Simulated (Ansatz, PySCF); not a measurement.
Potential energy curve for NH, triplet.

Computed with: UKS-B3LYP/6-311+G** = unrestricted B3LYP/6-311+G**, spherical d run with PySCF; FCI = full CI/cc-pVTZ, frozen core run with Ansatz (an electronic-structure program).

Energies relative to the lowest point of each curve between 0.84 and 1.29 Å, where full CI is lowest, in kJ/mol:

```
R / Å  UKS-B3LYP/6-311+G**
-----  -------------------
0.88                  68.5
0.93                  29.2
0.97                  11.1
1.00                   3.6
1.04                   0.0
1.22                  38.7
1.37                 100.9
1.63                 212.2
1.80                 267.5
2.01                 310.1
2.55                 350.4
3.44                 361.4
```

Problem. Predict the corresponding FCI column.

Solution. 0.88: 65.6; 0.93: 27.4; 0.97: 10.1; 1.00: 3.1; 1.04: 0.0; 1.22: 39.5; 1.37: 99.3; 1.63: 199.5; 1.80: 248.6; 2.01: 288.4; 2.55: 324.5; 3.44: 331.4 (kJ/mol).

The unrestricted determinant behind UKS-B3LYP/6-311+G** is spin-contaminated at 1.63 to 3.44 Å (<S²> up to 3.0, against 2.00 for a pure triplet).
